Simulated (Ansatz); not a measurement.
```yaml
crystal:
  periodic: [false, false, false]
  atoms:
    - {symbol: C, position_ang: [-2.028374, -0.189858, -0.002153]}
    - {symbol: Ga, position_ang: [0.009258, 0.017668, 0.000145]}
    - {symbol: O, position_ang: [1.637889, 0.013840, 0.000620]}
    - {symbol: H, position_ang: [-2.468984, 0.820489, 0.005809]}
basis:
  gaussian: {orbitals: def2-TZVP}
hamiltonian: {xc: pbe0}
relax: {f_tol: 0.004, max_steps: 80}
```

```sh
$ ansatz run in.yaml --threads 1 --pin off --events-out ev --progress --plain --max-ram 2176MiB
```

Steps of the relaxation (energy above the last step; positions in Å, forces in eV/Å):

```
4
step 1, 87.5 meV
C    -2.028   -0.190   -0.002    1.187   -0.327   -0.002
Ga    0.009    0.018    0.000   -2.166    0.060    0.000
O     1.638    0.014    0.001    0.918   -0.050    0.000
H    -2.469    0.820    0.006    0.061    0.317    0.003
```

```
4
step 2, 19.0 meV
C    -2.014   -0.223   -0.002    0.514    0.155    0.001
Ga   -0.053    0.025    0.000   -0.713   -0.172   -0.002
O     1.587    0.031    0.001    0.396    0.015    0.000
H    -2.371    0.830    0.006   -0.197    0.002    0.000
```

```
4
step 3, 3.2 meV
C    -1.987   -0.210   -0.002    0.078    0.227    0.002
Ga   -0.053    0.024    0.000   -0.154   -0.028    0.000
O     1.595    0.022    0.001    0.071   -0.011    0.000
H    -2.405    0.826    0.006    0.005   -0.188   -0.002
```

```
4
step 4, 0.6 meV
C    -1.976   -0.200   -0.002   -0.024    0.107    0.001
Ga   -0.051    0.029    0.000    0.004    0.018    0.000
O     1.599    0.014    0.001   -0.015   -0.015    0.000
H    -2.423    0.819    0.006    0.035   -0.111   -0.001
```

```
4
step 7, 0.0 meV
C    -1.970   -0.195   -0.002    0.000    0.000    0.000
Ga   -0.048    0.040    0.000    0.000    0.000    0.000
O     1.601    0.005    0.001    0.000    0.000    0.000
H    -2.433    0.813    0.006    0.000    0.000    0.000
```

Close pairs at the end: C1–H4 1.109 Å, Ga2–O3 1.649 Å, C1–Ga2 1.936 Å.

A stationary point of restricted PBE0 after 7 steps (its stability towards spin polarisation wasn't tested); no frequencies were run, so it isn't proven a minimum. 25 s on 1 thread of Intel Xeon Platinum 8259CL, shared host.
